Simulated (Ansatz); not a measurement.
fluoromethane (CH₃F), SMILES CF.

Coordinates come from a B3LYP-D3(BJ)/def2-TZVP optimisation.

Two levels are set side by side: PBE/def2-TZVPD (Ansatz, an electronic-structure program) and PBE0/def2-TZVPD (Ansatz). Energy differences of separate SCF runs at the same geometry; the states with an electron removed or added have multiplicity 2 and 2. Differences are taken from unrounded values.

| quantity | PBE |
|---|---|
| vertical ionisation energy (eV) | 12.70 |
| vertical singlet–triplet gap (eV) | 8.40 |

Question: These are the PBE values. What does PBE0 give? (An estimate is asked for; the answer gives what the named calculation found.)

Answer: 
```json
[
 {"quantity": "vertical ionisation energy (eV)", "PBE0": "13.00", "PBE minus PBE0": "-0.31"},
 {"quantity": "vertical singlet–triplet gap (eV)", "PBE0": "8.87", "PBE minus PBE0": "-0.47"}
]
```
